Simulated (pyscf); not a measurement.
Optimised with ωB97X-D3(BJ)/def2-SVP in PySCF. MP2 and CC: frozen core, UHF for open shells. ΔMP2 is the change of the MP2 total energy from the triple- to the quadruple-zeta basis.

For the elementary gas-phase step cyclic H₄N₂Si (SMILES N1N[SiH2]1) + H atom (H•) → •HN–SiH₂–NH₂ (doublet surface; N–N broken, H–N formed), what barrier and reaction energy does CCSD(T)/def2-TZVPP + ΔMP2(QZVPP) give, measured from the separated reactants?

ΔE‡ = 0.31 eV, ΔE = -3.70 eV. Zero-point energy shifts the barrier by +0.02 eV. It is a ring opening by addition, with an imaginary mode of 1044i cm⁻¹. cyclic H₄N₂Si (SMILES N1N[SiH2]1) lies 2.73 eV over its isomer H₂N–Si:–NH₂ [singlet] (electronic energy, ωB97M-D3(BJ)). •HN–SiH₂–NH₂ lies 0.80 eV over its isomer H₂N–SiH•–NH₂ (electronic energy, ωB97M-D3(BJ)). This is the saddle that the search found; another between the same sides may lie lower. The CCSD(T) − MP2 part came from Ansatz, without density fitting, on the same reference.
